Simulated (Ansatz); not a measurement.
Gas-phase electronic energies from Ansatz, PBE0-D4/def2-TZVP geometries. CCSD(T)/CBS is the MP2 limit (def2-TZVPP, def2-QZVPP) plus CCSD(T) − MP2 in def2-TZVPP, frozen cores. This one scheme is used for every species. Functionals use def2-TZVPP. B3LYP here is the variant with VWN-RPA as its local correlation; programs differ in this. HSE06 is defined as in plane-wave codes. Each species was taken in one conformer, which may not be the lowest.

Consider the substitution at a C–O bond: `C=C1N=C1O` + HCl → `C=C1N=C1Cl` + H₂O.

`C=C1N=C1O`:

Cartesian coordinates in Å:
```
C -0.452 1.178 -1.108
C -0.173 0.130 -0.362
N -0.262 -1.322 -0.259
C 0.283 -0.651 0.677
O 0.861 -0.810 1.835
H -0.951 1.061 -2.060
H -0.184 2.170 -0.772
H 0.878 -1.756 2.049
```

HCl:

Cartesian coordinates in Å:
```
Cl 0.550 -0.148 0.291
H -0.550 0.148 -0.291
```

`C=C1N=C1Cl`:

```xyz
7

C    -0.081   -1.302    0.230
C    -0.126    0.004    0.107
N    -0.807    1.224    0.538
C     0.151    1.301   -0.290
Cl    0.986    2.467   -1.147
H     0.650   -1.876   -0.323
H    -0.772   -1.818    0.884
```

H₂O:

```xyz
3

O    -0.372   -0.008    0.114
H     0.068   -0.616   -0.484
H     0.304    0.623    0.370
```

Is it downhill or uphill in electronic energy at CCSD(T)/CBS, and by how much? (Estimate.)

The calculation gave: Uphill: ΔE = +22.0 kJ/mol.

What do these levels give: LDA (SPW92), B3LYP-D4, HSE06-D4, CAM-B3LYP-D4, revPBE, BLYP, PBE0, CAM-B3LYP, HF/def2-SVP, CCSD/def2-SVP, CCSD(T)/def2-SVP, HF/def2-TZVPP? (An estimate is asked.)

The calculation gave: LDA (SPW92) 38.7, B3LYP-D4 29.5, HSE06-D4 31.5, CAM-B3LYP-D4 35.0, revPBE 27.1, BLYP 28.5, PBE0 32.9, CAM-B3LYP 36.5, HF/def2-SVP 63.6, CCSD/def2-SVP 47.8, CCSD(T)/def2-SVP 46.2, HF/def2-TZVPP 44.6 kJ/mol.

Largest T1 diagnostic among the species: 0.014.

At CCSD(T), def2-SVP lies +24.2 kJ/mol from the extrapolated value and def2-TZVPP +4.9 kJ/mol. In def2-TZVPP, CCSD(T) changes the Hartree–Fock value by −17.7 kJ/mol (the triples alone add −3.1 kJ/mol) and MP2 by −23.1 kJ/mol.
